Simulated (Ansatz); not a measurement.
# Molecular dynamics of BF$_{2}$H$_{2}$

input.yaml

```yaml
crystal:
  periodic: [false, false, false]
  atoms:
    - { symbol: B, position_ang: [1.0e-06, -0.17396, -0.030088] }
    - { symbol: H, position_ang: [0.0, -0.183047, 1.494249] }
    - { symbol: F, position_ang: [1.13375, 0.092443, -0.630048] }
    - { symbol: F, position_ang: [-1.133749, 0.092443, -0.630048] }
    - { symbol: H, position_ang: [0.0, 0.172123, 2.315935] }
magnetization:
  spin_polarized: true
  initial_magnetization: 1
basis:
  gaussian: { orbitals: def2-SVP }
hamiltonian:
  xc: pbe0
  dispersion: d4
md:
  timestep: 0.5
  n_steps: 200
  ensemble: nve
  temperature: 300.0
  initial_velocities: maxwell_boltzmann
  seed: 11587
```

Command:

```bash
$ ansatz run input.yaml --threads 1 --pin off --max-ram 2048MiB --backend cpu --events-out ev --progress --plain --runs-dir out
```

It starts at the highest image of a converged band. Of that band: Beside the main top the profile has a ripple of under 15 meV (maxima at images 4, 7), which may be a very shallow well or noise. A vibrational analysis at the climbing image gives one clearly imaginary mode, 739i cm⁻¹: a first-order saddle point.

Output, in part (step lines, the closing report, with atoms numbered from 0):

```
md step     0: t =     0.00 fs  T =   300.0 K  F+E_penalty+E_count = -6131.53496342 eV  E_kin = 0.116334 eV  conserved = -6131.41862942 eV  (29 SCF iters)
md step     1: t =     0.50 fs  T =   296.5 K  F+E_penalty+E_count = -6131.53356979 eV  E_kin = 0.114959 eV  conserved = -6131.41861094 eV  (27 SCF iters)
md step     2: t =     1.00 fs  T =   286.2 K  F+E_penalty+E_count = -6131.52954980 eV  E_kin = 0.110965 eV  conserved = -6131.41858479 eV  (26 SCF iters)
md step     3: t =     1.50 fs  T =   270.1 K  F+E_penalty+E_count = -6131.52330295 eV  E_kin = 0.104753 eV  conserved = -6131.41855010 eV  (26 SCF iters)
md step     4: t =     2.00 fs  T =   249.8 K  F+E_penalty+E_count = -6131.51536137 eV  E_kin = 0.096852 eV  conserved = -6131.41850964 eV  (26 SCF iters)
md step     5: t =     2.50 fs  T =   226.6 K  F+E_penalty+E_count = -6131.50634262 eV  E_kin = 0.087874 eV  conserved = -6131.41846873 eV  (26 SCF iters)
md step     6: t =     3.00 fs  T =   202.3 K  F+E_penalty+E_count = -6131.49687614 eV  E_kin = 0.078445 eV  conserved = -6131.41843101 eV  (26 SCF iters)
md step     7: t =     3.50 fs  T =   178.3 K  F+E_penalty+E_count = -6131.48754860 eV  E_kin = 0.069150 eV  conserved = -6131.41839817 eV  (25 SCF iters)
[... lines left out ...]
Total energy: -6131.95835647 eV, -225.3453132095 hartree
Atom 0 at     0.117484    -0.260041    -0.150002 Å, force    -0.075970     0.703982    -1.369761 eV/Å
Atom 1 at     0.337399    -0.932872     0.765681 Å, force    -0.261357    -0.692682     1.139157 eV/Å
Atom 2 at     1.173068     0.119376    -0.843286 Å, force    -0.336913     0.192991    -0.115996 eV/Å
Atom 3 at    -1.085340     0.109443    -0.569972 Å, force     0.674217    -0.204270     0.346642 eV/Å
Atom 4 at    -3.250753     1.017072     7.217212 Å, force     0.000022    -0.000021    -0.000042 eV/Å
Dipole moment:     0.012322    -0.093431     0.152525 e Å
```

The steps, from the saved trajectory:

```tsv
time (fs)	T (K)	potential energy less start (eV)	conserved less start (meV/atom)
0.0	300	0.000	0.00
3.0	202	0.038	0.04
6.0	102	0.077	0.06
9.0	148	0.059	0.04
12.0	226	0.029	0.03
15.0	255	0.018	0.04
18.0	265	0.014	0.04
21.0	342	-0.016	0.08
24.0	617	-0.123	-0.01
27.0	923	-0.241	0.02
30.0	1144	-0.328	-0.08
33.0	931	-0.244	0.07
36.0	967	-0.259	-0.06
39.0	940	-0.248	0.13
42.0	1362	-0.412	-0.11
45.0	1357	-0.410	0.04
48.0	1409	-0.431	-0.11
51.0	1002	-0.272	0.14
54.0	1094	-0.308	-0.07
57.0	1125	-0.319	0.06
60.0	1367	-0.414	-0.06
63.0	1304	-0.389	0.04
66.0	1240	-0.365	-0.06
69.0	1035	-0.285	0.08
72.0	1155	-0.332	-0.01
75.0	1187	-0.344	0.02
78.0	1280	-0.380	-0.07
81.0	1208	-0.352	0.04
84.0	1271	-0.377	0.00
87.0	1258	-0.372	-0.04
90.0	1125	-0.320	-0.01
93.0	1040	-0.287	0.03
96.0	1103	-0.311	0.06
99.0	1411	-0.431	-0.09
```

The run went to its last step. The conserved energy stayed within 0.16 meV per atom of its start (net change 0 meV per atom), so the integration is sound. The kinetic energy rose, since the run started high on the potential surface and went downhill. It ends in pieces (BF2H + H), so much of that is their flight and rotation, not heat. A run of 0.1 ps of so small a system gives no equilibrium averages.

Between its relaxed ends the band would form H2–H5 and break B1–H2. These pairs go: H2–H5 0.90 → 7.64 Å, B1–H2 1.52 → 1.16 Å. In the last frame they stand as before the step (other bonds may differ from the relaxed reactants and products). It ends as BF2H + H. Pairs count as bonded within 1.25 times the sum of covalent radii (0.12 Å more for H–H).

Last frame:

```xyz
5
Properties=species:S:1:pos:R:3
B 0.117 -0.260 -0.150
H 0.337 -0.933 0.766
F 1.173 0.119 -0.843
F -1.085 0.109 -0.570
H -3.251 1.017 7.217
```

Time of the run: 8.3 min on 1 thread of Arm Neoverse N1, with other jobs on the host, peak memory 0.11 GiB.
